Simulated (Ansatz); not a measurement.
`CC(=O)F` + `N=CS` → `C/N=C/S` + `O=CF`  (substitution at a C–C bond)

Calculated with Ansatz (gas phase, PBE0-D4/def2-TZVP geometries, no zero-point term in ΔE). CCSD(T)/CBS adds triple-zeta CCSD(T) − MP2 to the extrapolated MP2 energy (def2 sets, frozen cores). This one scheme is used for every species. Functionals use def2-TZVPP. B3LYP here is the variant with VWN-RPA as its local correlation; programs differ in this. One conformer a species, not always the lowest.

```json
{"level": "PBE-D4", "ΔE (kJ/mol)": "55.1", "difference from CCSD(T)/CBS": "-1.8"}
{"level": "r2SCAN-D4", "ΔE (kJ/mol)": "61.5", "difference from CCSD(T)/CBS": "4.6"}
{"level": "PBE0-D4", "ΔE (kJ/mol)": "58.0", "difference from CCSD(T)/CBS": "1.1"}
{"level": "ωB97X-V", "ΔE (kJ/mol)": "59.1", "difference from CCSD(T)/CBS": "2.2"}
{"level": "ωB97M-V", "ΔE (kJ/mol)": "60.3", "difference from CCSD(T)/CBS": "3.4"}
{"level": "B2PLYP", "ΔE (kJ/mol)": "55.9", "difference from CCSD(T)/CBS": "-1.0"}
{"level": "PBE0", "ΔE (kJ/mol)": "59.0", "difference from CCSD(T)/CBS": "2.1"}
{"level": "B3LYP", "ΔE (kJ/mol)": "56.3", "difference from CCSD(T)/CBS": "-0.6"}
{"level": "HF/def2-TZVPP", "ΔE (kJ/mol)": "60.0", "difference from CCSD(T)/CBS": "3.1"}
{"level": "MP2/def2-TZVPP", "ΔE (kJ/mol)": "54.5", "difference from CCSD(T)/CBS": "-2.4"}
{"level": "CCSD/def2-TZVPP", "ΔE (kJ/mol)": "56.5", "difference from CCSD(T)/CBS": "-0.4"}
{"level": "CCSD(T)/def2-TZVPP", "ΔE (kJ/mol)": "55.6", "difference from CCSD(T)/CBS": "-1.3"}
{"level": "HF/def2-QZVPP", "ΔE (kJ/mol)": "59.5", "difference from CCSD(T)/CBS": "2.6"}
{"level": "SCS-MP2/def2-QZVPP", "ΔE (kJ/mol)": "53.6", "difference from CCSD(T)/CBS": "-3.3"}
{"level": "MP2/CBS(def2)", "ΔE (kJ/mol)": "55.8", "difference from CCSD(T)/CBS": "-1.1"}
{"level": "CCSD/CBS(def2)", "ΔE (kJ/mol)": "57.8", "difference from CCSD(T)/CBS": "0.9"}
{"level": "CCSD(T)/CBS", "ΔE (kJ/mol)": "56.9", "difference from CCSD(T)/CBS": "0"}
```

Largest T1 diagnostic among the species: 0.016.

In def2-TZVPP, CCSD(T) changes the Hartree–Fock value by −4.5 kJ/mol (the triples alone add −1.0 kJ/mol) and MP2 by −5.5 kJ/mol.
